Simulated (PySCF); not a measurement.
C4H3NO.
Numbering: `[CH2:1]=[CH:2][C:3](=[O:4])[C:5]#[N:6]` (hydrogens: H7, H8 on C1; H9 on C2)

Torsions of this conformer, `[CH2:1]=[CH:2][C:3](=[O:4])[C:5]#[N:6]`: C1–C2–C3–O4 -1°.

The closed-shell ground state was solved at several levels (PySCF, density fitting, gas phase, non-relativistic). The structure is a single PBE0-D3(BJ)/def2-SVP conformer in the gas phase; no vibrational or solvent corrections.

```
             level  basis functions  HOMO (eV)  LUMO (eV)  gap (eV)  dipole (D)
 mPW1PW91/pcSseg-2              258      -8.89      -3.28      5.61        4.32
PBE0/6-311+G(2d,p)              180      -8.86      -3.29      5.57        4.33
       PBE0/6-31G*               90      -8.54      -2.88      5.66        4.16
     PBE0/pcSseg-0               60      -8.89      -3.20      5.69        4.31
BHandHLYP/pcSseg-2              258     -10.04      -2.20      7.84        4.46
     PBE0/IGLO-III              240      -8.85      -3.28      5.57        4.31
```

Question: What might PBE0/6-31G (60 basis functions) give for the same quantities?

Answer: HOMO -8.62 eV, LUMO -2.94 eV, gap 5.68 eV, dipole 4.21 D.

Question: How much does the basis alone move the frontier levels among the 5 PBE0 rows (the withheld one included)?

Answer: The HOMO by 0.35 eV and the LUMO by 0.41 eV. By rising basis size (HOMO, LUMO in eV): pcSseg-0 -8.89, -3.20; 6-31G -8.62, -2.94; 6-31G* -8.54, -2.88; 6-311+G(2d,p) -8.86, -3.29; IGLO-III -8.85, -3.28.

Question: How far do the dipole and the HOMO energy spread over the levels?

Answer: The dipole runs from 4.16 to 4.46 D (mean 4.30 D) and the HOMO from -10.04 to -8.54 eV.
